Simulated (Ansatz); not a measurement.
Process, species as SMILES: OO (H2O2) + H+ → O[OH2+]
B3LYP-D3(BJ)/def2-TZVP geometries, fixed; electronic energies without zero-point terms; positive where energy is released.

Effect of a fitting basis named in the input at PBE/aug-cc-pVTZ with Ansatz (a quantum-chemistry and plane-wave program), against the last row, where the proton affinity is 165.42 kcal/mol. The default fits or decomposes integrals by the program's own choice; accuracy: high also tightens integrals, grids and stops.

```tsv
setting	largest shift of a total energy (mEh)	shift of the proton affinity (kcal/mol)
fitting: def2-SV(P)-JKFIT	-0.081	0.009
fitting: def2-universal-JKFIT	-0.081	0.009
fitting: cc-pVTZ-JKFIT	-0.030	-0.004
fitting: cc-pVQZ-JKFIT	-0.019	-0.004
fitting: cc-pV5Z-JKFIT	-0.015	-0.003
fitting: def2-universal-JFIT	-0.332	0.049
accuracy: high	0.001	0.000
accuracy: medium (default)	0.000	0.000
```

Within 0.02 kcal/mol in the proton affinity: fitting: def2-SV(P)-JKFIT; fitting: def2-universal-JKFIT; fitting: cc-pVTZ-JKFIT; fitting: cc-pVQZ-JKFIT; fitting: cc-pV5Z-JKFIT; accuracy: high. The largest shift is 0.332 mEh in a total energy and 0.049 kcal/mol in the difference.
